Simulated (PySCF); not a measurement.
## Choosing a basis for TDDFT

Species: CClF (singlet state).
Bonds: F1–C2, C2–Cl3.

TDDFT with PBE0 (PySCF), vertical singlets, core orbitals frozen in the response, spherical d and f functions. Geometry: PBE0-D3(BJ)/def2-SVP; no solvent, vibrations or thermal averaging.

| basis | functions | diffuse | S1 (eV) | S2 (eV) | S3 (eV) | S4 (eV) | S5 (eV) | LUMO (eV) | α (au) |
| --- | --- | --- | --- | --- | --- | --- | --- | --- | --- |
| 6-31G* | 46 | no | 3.41 | 5.45 | 6.48 | 8.07 | 9.38 | -2.59 | 20.3 |
| def2-SVP | 46 | no | 3.33 | 5.35 | 6.53 | 8.53 | 9.35 | -2.74 | 19.8 |
| def2-SVPD | 70 | yes | 3.30 | 5.31 | 6.34 | 7.53 | 8.31 | -3.08 | 29.4 |
| def2-TZVP | 99 | no | 3.36 | 5.31 | 6.35 | 7.84 | 9.16 | -2.90 | 25.5 |

Q: Compare the sets with the largest diffuse one.

A: States are compared by their number. Against the only diffuse basis here (def2-SVPD, itself not a converged limit), sets without diffuse functions differ by up to 0.10 eV in S1 and 1.07 eV in S5. State by state, the largest deviation of a set without diffuse functions is S1 0.10, S2 0.14, S3 0.19, S4 1.00, S5 1.07 eV. The same number needn't mean the same state in each row. Against def2-SVPD the polarisability deviates by -31% in 6-31G*, -33% in def2-SVP, -13% in def2-TZVP.
